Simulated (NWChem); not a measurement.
System: SiH$_{2}$, singlet; SMILES [SiH2]

```xyz
3

Si     0.0000     0.0000     0.1338
H      1.0934     0.0000    -0.9369
H     -1.0934     0.0000    -0.9369
```
Atoms are numbered in this order, from 1.

Low-valent species are run as closed-shell singlets; no triplet was tried in these runs. Coordinates come from a B3LYP/6-31G* (spherical d) optimisation.

Symmetry labels are those of C2v in the frame above (b1 and b2, or b-type labels, depend on it).

Q: List the 4 lowest vertical singlet excitations from CAM-B3LYP/def2-SVPD, TDA (NWChem).

A: 
```csv
state,energy (eV),oscillator strength,symmetry,leading excitation (squared amplitude)
S1,2.46,0.022,b2,HOMO → LUMO (0.98)
S2,4.42,0.000,a2,HOMO−1 → LUMO (1.00)
S3,6.40,0.186,a1,HOMO → LUMO+1 (0.98)
S4,7.17,0.280,b1,HOMO → LUMO+2 (0.91)
```
